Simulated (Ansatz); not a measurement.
**Worked example: B–CH$_{2}$, doublet against B–CH2, quartet**

Geometry (PBE0/def2-TZVP stationary point of a quartet), kept for both states (B–CH2, quartet: A2; B–CH2, doublet: A1):

```yaml
atoms:
  - { symbol: B, position_ang: [0.0000, 0.0000, 0.8988] }
  - { symbol: C, position_ang: [0.0000, 0.0000, -0.6066] }
  - { symbol: H, position_ang: [0.0000, -0.9127, -1.2064] }
  - { symbol: H, position_ang: [0.0000, 0.9127, -1.2064] }
```

Basis 6-31G; Ansatz 0.2.0. Correlated methods freeze the noble-gas cores. R marks a restricted (for open shells ROHF) determinant, U an unrestricted one.

Full CI isn't at hand for all of this; UCCSDT(Q) serves as the reference, and is uncertain by about the last step of the cluster series.

Unrestricted rows (U, and Kohn–Sham where it breaks symmetry) aren't spin-pure: their determinants' ⟨S²⟩ exceeds S(S+1) by up to 0.42, so they mix in states of higher spin.

```json
{"level": "UHF", "E(B–CH2, quartet) (hartree)": "-63.524201", "E(B–CH2, doublet) (hartree)": "-63.554976"}
{"level": "UMP2", "E(B–CH2, quartet) (hartree)": "-63.614836", "E(B–CH2, doublet) (hartree)": "-63.661360"}
{"level": "UCCSD(T)", "E(B–CH2, quartet) (hartree)": "-63.638325", "E(B–CH2, doublet) (hartree)": "-63.702011"}
{"level": "PBE", "E(B–CH2, quartet) (hartree)": "-63.809918", "E(B–CH2, doublet) (hartree)": "-63.876902"}
{"level": "r2SCAN", "E(B–CH2, quartet) (hartree)": "-63.875494", "E(B–CH2, doublet) (hartree)": "-63.932920"}
{"level": "UCCSDT(Q)", "E(B–CH2, quartet) (hartree)": "-63.638939", "E(B–CH2, doublet) (hartree)": "-63.703817"}
```

Problem. Give the vertical gap, B–CH2 doublet less B–CH2 quartet, at each level in eV (1 hartree = 27.2114 eV), and each error against UCCSDT(Q).

Solution. UCCSDT(Q): (-63.703817 − (-63.638939)) × 27.2114 = -1.765 eV (the reference)
r2SCAN: (-63.932920 − (-63.875494)) × 27.2114 = -1.563 eV, error 0.202 eV
PBE: (-63.876902 − (-63.809918)) × 27.2114 = -1.823 eV, error -0.058 eV
UCCSD(T): (-63.702011 − (-63.638325)) × 27.2114 = -1.733 eV, error 0.032 eV
UMP2: (-63.661360 − (-63.614836)) × 27.2114 = -1.266 eV, error 0.499 eV
UHF: (-63.554976 − (-63.524201)) × 27.2114 = -0.837 eV, error 0.928 eV

Total energies of functionals can't be set beside those of wave-function methods, since they hold the core's correlation and their own absolute errors; only the differences compare.

The set has no polarisation functions, so the order and spacing of states can differ from the basis-set limit.

In so small a basis the reference is far from its limit while semilocal and hybrid functionals are nearer theirs, so the functionals' errors here hold much of the reference's basis and frozen-core error, which can add to them or hide them.

Each level lands on the state that its own search finds. T1 diagnostics of restricted CCSD: 0.016 and 0.030.
